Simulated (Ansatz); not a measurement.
Ansatz (a program for electronic structure) input (B3LYP-D3(BJ)/def2-TZVP):

Ansatz 0.2 input:
```yaml
crystal:
  periodic: [false, false, false]
  atoms:
    - {symbol: Si, position_ang: [-0.00429843, 0.00467481, 1.10526084]}
    - {symbol: Si, position_ang: [-0.01879141, 0.02945950, -1.06856113]}
basis:
  gaussian:
    orbitals: def2-TZVP
hamiltonian:
  xc: b3lyp
  dispersion: d3bj
magnetization: {spin_polarized: true, initial_magnetization: 2}
relax: {f_tol: 0.002, max_steps: 150}
```

End of the output:

```
mean field evaluation 8: about -15752.6059 eV, gradient 2.4e-3 eV
mean field evaluation 16: about -15752.6184 eV, gradient 3.6e-1 eV
mean field evaluation 32: about -15752.6882 eV, gradient 9.1e-6 eV
mean field evaluation 64: about -15752.6059 eV, gradient 1.6e-6 eV
mean field -15752.68820834 eV, -578.9006141011 hartree, gradient 7.5e-6 eV, S^2 2.006496; 9 other end points of the search recorded, 0 dependent functions left out
the calculation of the forces begins
reference -15752.68838616 eV, -578.9006206356 hartree; 15, 13 occupied and 59, 61 virtual orbitals, 522 factors
relax step   1: F+E_penalty+E_count = -15752.79728792 eV  Δ(F+E_penalty+E_count) = +0.000e0 eV  max|allowed force component| = 1.308e0 eV/Å  Δτ_max = 0.0000 Å  (266 SCF iters, accepted)
these checks for a lower state are left out or cut short: starts, cluster_reference, orbital_swaps, neighbouring_geometries, increment
integrals: 0.01 GiB planned
522 factors; their error is unknown
mean field: 0.21 GiB planned
mean field evaluation 96: about -15752.6787 eV, gradient 1.8e0 eV
mean field -15752.74814650 eV, -578.9028167877 hartree, gradient 8.1e-6 eV, S^2 2.004839; 0 other end points of the search recorded, 0 dependent functions left out
the calculation of the forces begins
reference -15752.74832608 eV, -578.9028233871 hartree; 15, 13 occupied and 59, 61 virtual orbitals, 522 factors
relax step   2: F+E_penalty+E_count = -15752.85701044 eV  Δ(F+E_penalty+E_count) = -5.972e-2 eV  max|allowed force component| = 3.117e-1 eV/Å  Δτ_max = 0.0353 Å  (60 SCF iters, accepted)
these checks for a lower state are left out or cut short: starts, cluster_reference, orbital_swaps, neighbouring_geometries, increment
integrals: 0.01 GiB planned
522 factors; their error is unknown
mean field: 0.21 GiB planned
mean field -15752.75178050 eV, -578.9029503346 hartree, gradient 1.2e-6 eV, S^2 2.004823; 0 other end points of the search recorded, 0 dependent functions left out
the calculation of the forces begins
reference -15752.75196020 eV, -578.9029569386 hartree; 15, 13 occupied and 59, 61 virtual orbitals, 522 factors
relax step   3: F+E_penalty+E_count = -15752.86056746 eV  Δ(F+E_penalty+E_count) = -3.557e-3 eV  max|allowed force component| = 1.121e-2 eV/Å  Δτ_max = 0.0120 Å  (47 SCF iters, accepted)
these checks for a lower state are left out or cut short: starts, cluster_reference, orbital_swaps, neighbouring_geometries, increment
integrals: 0.01 GiB planned
522 factors; their error is unknown
mean field: 0.21 GiB planned
mean field -15752.75178261 eV, -578.9029504124 hartree, gradient 9.1e-6 eV, S^2 2.004823; 0 other end points of the search recorded, 0 dependent functions left out
the calculation of the forces begins
reference -15752.75196231 eV, -578.9029570162 hartree; 15, 13 occupied and 59, 61 virtual orbitals, 522 factors
relax step   4: F+E_penalty+E_count = -15752.86057237 eV  Δ(F+E_penalty+E_count) = -4.906e-6 eV  max|allowed force component| = 1.184e-4 eV/Å  Δτ_max = 0.0004 Å  (40 SCF iters, accepted)
integrals: 0.01 GiB planned
522 factors; their error is unknown
mean field: 0.21 GiB planned
mean field evaluation 128: about -15752.7015 eV, gradient 5.5e-2 eV
mean field evaluation 160: about -15752.5923 eV, gradient 2.4e0 eV
mean field -15752.75178261 eV, -578.9029504124 hartree, gradient 9.1e-6 eV, S^2 2.004823; 6 other end points of the search recorded, 0 dependent functions left out
the calculation of the forces begins
reference -15752.75196231 eV, -578.9029570162 hartree; 15, 13 occupied and 59, 61 virtual orbitals, 522 factors
Total energy: -15752.86075207 eV, -578.9069549660 hartree
Atom 0 at    -0.003986     0.004140     1.152188 Å, force    -0.000001     0.000001    -0.000118 eV/Å
Atom 1 at    -0.019104     0.029995    -1.115488 Å, force     0.000001    -0.000001     0.000118 eV/Å
Dipole moment:    -0.000000     0.000000     0.000000 e Å
```
